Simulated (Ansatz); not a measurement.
Born–Oppenheimer molecular dynamics of C$_{2}$H$_{4}$Cl$_{2}$ (8 atoms, charge 0, multiplicity 1). It starts from a relaxed structure.

These are results of UKS B3LYP-D4/STO-3G in Ansatz, not measurements.

* ensemble: NVT, Langevin thermostat
* time step: 0.5 fs
* steps asked: 150
* set temperature: 3000 K
* friction: 0.005 /fs
* seed: 827054

First frame:

```xyz
8
Properties=species:S:1:pos:R:3
C 0.233 0.820 -0.010
C -0.180 -0.669 0.135
Cl 1.172 -1.777 -0.473
Cl -1.755 -0.996 -0.780
H 0.410 1.066 -1.068
H -0.574 1.459 0.384
H 1.155 0.997 0.566
H -0.368 -0.957 1.190
```

**Question.** What does the run give?

**Answer.** The run went to its last step.

* steps done: 150
* time covered: 75 fs
* mean temperature over the second half: 2000 K
* spread of the potential energy over the second half: 36.5 meV per atom
* mean potential energy of the second half above the start: 160.3 meV per atom

The mean temperature of the second half is 33 % below the set value. A run of 0.075 ps of so small a system gives no equilibrium averages. Limits of this set-up: minimal basis.

**Question.** What happens to the structure?

**Answer.** The same pairs are bonded in the first frame and the last. Pairs count as bonded within 1.25 times the sum of covalent radii (0.12 Å more for H–H). The details hang on the random start.

**Question.** How do temperature and energy run in time?

**Answer.** 
```
time (fs)  T (K)  potential energy less start (eV)
        0   2625                             0.000
      3.5   1860                             1.030
        7   1488                             1.476
     10.5   2288                             0.746
       14   2110                             1.078
     17.5   1893                             1.381
       21   1921                             1.317
     24.5   1564                             1.582
       28   1882                             1.071
     31.5   1917                             1.011
       35   1411                             1.660
     38.5   1457                             1.497
       42   1811                             1.020
     45.5   1817                             1.314
       49   1850                             1.370
     52.5   1805                             1.563
       56   2199                             1.238
     59.5   2904                             0.720
       63   2238                             1.230
     66.5   1616                             1.896
       70   2459                             0.865
     73.5   2423                             1.051
```

The run took 9 min on 1 thread of Arm Neoverse N1 (shared host), peak memory 0.12 GiB.
